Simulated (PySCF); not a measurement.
Gas-phase reaction: SiHF + 4 F ⇌ SiF₄ + HF

Energies from PySCF, thermal terms from the rigid-rotor harmonic-oscillator model, ideal gas at 1 bar. † marks an energy on the PBE0/def2-TZVP geometry and frequencies; other levels use their own. MP2 freezes the core. 6-31G* has spherical d functions here. Open shells (unrestricted): F (multiplicity 2, electronic degeneracy 6); the rest are closed-shell singlets. Spin-orbit splitting is ignored; it lowers the true energy and changes the entropy of F. B3LYP is the form with VWN-RPA correlation. SiHF: computed as isolated molecules; such fragments, hydroxides, amides, oligomers or adducts are transient or little studied in the gas. MP2 isn't extrapolated to the basis-set limit; its ΔH°(298 K) is -1961.5 kJ in def2-SVP and -2122.8 kJ in def2-TZVPP. The harmonic model lacks anharmonicity and excited electronic states, which grow with temperature; levels with a mode under 35 cm⁻¹ are left out.

```
level            ΔE electronic, kJ  ΔH°(298 K), kJ  ΔS°(298 K), J/K  ΔG°(800 K), kJ
---------------  -----------------  --------------  ---------------  --------------
B3LYP/6-31G*                 -1937           -1913             -423           -1571
BLYP/def2-TZVP†              -2001           -1976             -424           -1634
MP2/def2-TZVPP†              -2148           -2123             -424           -1780
PBE/def2-SVP                 -2010           -1986             -421           -1646
PBE0/def2-QZVP†              -2012           -1987             -424           -1645
```
ΔH° is lowest at MP2/def2-TZVPP† and highest at B3LYP/6-31G*. No reference value is set beside these.
